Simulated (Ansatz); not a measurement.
System: BiSBr (Pnma, No. 62). Method: G0W0@PBEsol (hard PAW, contour deformation; Ansatz, a first-principles code).

The cell has the measured lattice parameters. Conventional cell: a = 8.0200 Å, b = 4.0100 Å, c = 9.7000 Å, α = 90.00°, β = 90.00°, γ = 90.00°.

The quasiparticle gap at Γ at a fixed k mesh 2×2×1:

```json
[
 {"response cutoff": "75 eV, 845 empty bands", "value (eV)": "1.741"},
 {"response cutoff": "100 eV, 1301 empty bands", "value (eV)": "1.770"},
 {"response cutoff": "125 eV, 1819 empty bands", "value (eV)": "1.797"},
 {"response cutoff": "150 eV, 2391 empty bands", "value (eV)": "1.819"}
]
```

Question: Taking the value to converge with the response cutoff E as E^(−3/2), extrapolate from the last two rows.

Answer: With y = y∞ + c/w and weights w = 1398 and 1837 for the last two rows, y∞ = (w2 y2 − w1 y1)/(w2 − w1) = (1837 × 1.819 − 1398 × 1.797)/439 = 1.889 eV, which lies 0.070 beyond the last row. Successive pairs of rows give 1.824, 1.865, 1.889. The limit also hangs on the law assumed, so its last digits aren't firm.

The other settings are not extrapolated, so this is the limit in one setting alone.

Spin–orbit coupling is not included; with these elements it can move the gap by several tenths of an eV or more.
